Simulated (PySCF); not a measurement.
trans-2,3-dimethylthiirane, C4H8S.
Structure used (PBE0-D3(BJ)/def2-TZVP), in Å, numbered top down from 1:
```
atom  x, y, z in Å
C1     1.813    0.085   -0.617
C2     0.613   -0.478    0.085
S3    -0.495   -1.578   -0.840
C4    -0.735    0.081   -0.146
C5    -1.705    0.251    0.985
H6     2.203    0.948   -0.068
H7     1.552    0.401   -1.628
H8     2.610   -0.658   -0.689
H9     0.794   -0.830    1.099
H10   -0.785    0.848   -0.916
H11   -1.600   -0.562    1.706
H12   -2.735    0.254    0.623
H13   -1.525    1.201    1.499
```

All values: wB97X-D/pcSseg-2 (PySCF, non-relativistic), on one gas-phase PBE0-D3(BJ)/def2-TZVP geometry that isn't relaxed in the solvent. The solvent is an IEF-PCM continuum (van der Waals radii × 1.2). Only the electrostatic response of the medium enters.

Gas phase at wB97X-D/pcSseg-2: HOMO -8.30 eV, LUMO 2.00 eV, dipole 2.27 D.

Problem. What does the continuum do to the energy, the frontier levels and the dipole at wB97X-D/pcSseg-2 in chloroform?

Solution. 
```
   solvent      ε  E(solvent) − E(gas) (kcal/mol)  polarisation term (kcal/mol)  distortion of the solute (kcal/mol)  HOMO (eV)  LUMO (eV)  dipole (D)
chloroform  4.711                           -2.42                         -2.84                                 0.42      -8.43       1.98        2.99
```

The first energy column is the sum of the next two and covers electrostatics alone.

Problem. Which radius a makes the point-dipole formula ΔE = −[(ε − 1)/(2ε + 1)]·μ²/a³ give the value in chloroform, with the gas-phase dipole?

Solution. μ = 0.893 au and |ΔE| = 0.00385 Eh give a = 2.22 Å; the farthest nucleus lies 2.80 Å from the centroid of the nuclei, so such a sphere wouldn't even hold the nuclei. The formula assumes a rigid point dipole at the centre of a sphere.

Problem. Give the dipole vector in the frame of the coordinates (D, pointing from negative to positive charge), gas and chloroform.

Solution. Gas (0.59, 1.89, 1.11), solvent (0.78, 2.49, 1.46). Its length changes by +32 % and its direction by less than 1°.

wB97X-D is run here without its empirical dispersion term; that term would change no orbital, density or response property at a fixed geometry.
